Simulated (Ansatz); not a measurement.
Ideal-gas functions of hydrogen chloride, ClH at 298.15 K and 1 bar, from an Ansatz frequency run at PBE0-D4/def2-TZVP.

Molar mass 36.46 g/mol, point group C∞v (symmetry number 1), electronic degeneracy 1, moments of inertia 1.603 u Å². Harmonic wavenumbers (cm⁻¹, unscaled): 2997.

Use S(trans) = R[1.5 ln M + 2.5 ln T − 1.1517]; rotational temperatures θ = 24.2544 K / I; S(rot) = R[ln(T/σθ) + 1]; for each mode x = 1.438777 ν̃/T, S = R[x/(eˣ − 1) − ln(1 − e⁻ˣ)] and H = RT x/(eˣ − 1); 1 cm⁻¹ = 0.0119627 kJ/mol; R = 8.31446 J/(mol·K).

Q: By hand: the entropy, in J/(mol·K).

A: Translation 153.7. Rotation: θ = 15.1306 K, giving 33.1. Vibration, mode by mode: 0.00, in all 0.0. Electronic 0.0. Sum 186.8 J/(mol·K).

Q: By hand: H − E and G − E in kJ/mol, counted from the electronic energy.

A: Zero-point energy ½ × 2997 × 0.0119627 = 17.9; thermal vibration 0.0; translation, rotation and pV give 3.5 RT = 8.7. H − E = 26.6 kJ/mol, and G − E = 26.6 − 298.15 × 186.8/1000 = -29.1 kJ/mol.

Vibration gives 0 % of the entropy; all modes have x over 3 and are hardly excited.
